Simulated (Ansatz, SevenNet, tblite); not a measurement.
**Ladder of methods for the cohesive energy of rock-salt AgCl**

Reference value: 2.78 ± 0.03 eV/atom (derived here from tabulated measurements, copied from a table, unchecked, brought to a static lattice with a Debye model, atoms in their spin–orbit ground levels; inputs from the CRC Handbook).

| level (code) | value (eV/atom) | cell (Å³/atom) | error (eV/atom) |
|---|---|---|---|
| GFN2-xTB (tblite) | 3.74 | 20.49 | +0.96 |
| SevenNet-l3i5 (SevenNet) | 2.23 | 22.25 | -0.55 |
| LDA (Ansatz) | 3.21 | 19.19 | +0.43 |
| PBE (Ansatz) | 2.43 | 22.09 | -0.35 |
| PBE-D3(BJ) (Ansatz) | 2.76 | 20.92 | -0.02 |
| r²SCAN (Ansatz) | 2.73 | 21.31 | -0.05 |
| HSE06 (Ansatz) | 2.44 | 21.99 | -0.34 |

Leaving aside GFN2-xTB, SevenNet-l3i5, which can be fitted to such values or carry a doubt: Nearest, and too close to rank with a margin of 0.10 eV/atom (twice that across the reference) picked here for doubts on the reference and the settings: PBE-D3(BJ) (-0.02 eV/atom), r²SCAN (-0.05 eV/atom). LDA (+0.43 eV/atom) misses by most. Within 0.3 eV/atom: PBE-D3(BJ), r²SCAN.

GFN2-xTB: the free atoms are run in the same model without spin. GFN2-xTB: the method was fitted mainly to molecules. GFN2-xTB: the run uses a supercell at the zone centre in place of a k mesh. SevenNet-l3i5: free atoms can lie outside what these potentials were trained on. Each level is taken at its own relaxed cell. Cutoffs and k meshes differ between the levels. Ansatz's density-functional and Hartree–Fock values are scalar-relativistic unless marked +SOC, with PAW data made under PBE.

Machine-learned potentials (SevenNet-l3i5) are trained on DFT data, which may include these solids.

Differences are worked out from the printed values.

Ansatz is a quantum-chemistry and plane-wave program.
